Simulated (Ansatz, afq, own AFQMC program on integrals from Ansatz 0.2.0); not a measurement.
## AlGeH2⁺, triplet: AFQMC among the cluster methods

```xyz
4

Ge   -0.0108    0.0000    0.6644
Al   -0.0327    0.0000   -1.7631
H     0.8273   -1.0534   -0.3408
H     0.8273    1.0534   -0.3408
```

Connectivity, by distances: Ge–Al, 2 bridging H.

Basis cc-pVDZ. Noble-gas cores (and the filled d shells of Ga–Kr and In–Xe) are frozen. Integrals, coupled cluster, full CI and functionals: Ansatz 0.2.0; the random walks run on the same integrals in our own AFQMC program. ph-AFQMC/CISD is guided by a CISD state made of CCSD amplitudes; releasing the constraint for a short imaginary time cuts its bias at the price of noise, slowly where states lie close. Uncertainties: one standard error, sampling alone. No spin–orbit coupling.

Determinant: UHF, the one that the program's search chose, which needn't be the lowest solution. The geometry is a PBE0/def2-TZVP stationary point of this or a neighbouring charge and spin state.

No full CI on the walks' own integrals is used here; CCSDT(Q) serves as the reference and is uncertain by about the last step of the cluster series.

Cautions: no relativity below Rb; no spin-orbit coupling; inner d shell frozen; another spin lies lower (by 1.39 eV); strong correlation (T1 0.050, weight of the determinant 0.85, largest double 0.06).

The T1 diagnostic is 0.0504 and the weight of the determinant in the CISD state is 0.854. The ⟨S²⟩ of the determinant is 2.017 and the size of the correlated space is 8 electrons in 36 orbitals.

Reference: CCSDT(Q), correlation energy -4.148 eV. The released energy is read at 2.40 1/Eh (meV from the phaseless value at times in 1/Eh: 2 ± 10 at 0.24, -1 ± 8 at 0.51, -6 ± 9 at 0.99, -22 ± 10 at 1.62, -14 ± 15 at 2.40).

```csv
level,E − E(reference) (kJ/mol),share of correlation (%)
HF,400.2,0.00
MP2,102.9,74.30
CCSD,21.3,94.68
CCSD(T),5.2,98.69
CCSDT,1.0,99.74
ph-AFQMC/CISD,2.2 ± 0.9,99.46
released AFQMC,0.8 ± 1.4,99.79
```

A walk keeps the symmetry of its determinant, which the program's search chose and which needn't be the lowest solution, so a lower state of the same spin and another symmetry isn't excluded. Released energies are given only where the last usable release times agree within the noise; a slower fall can still hide under it.
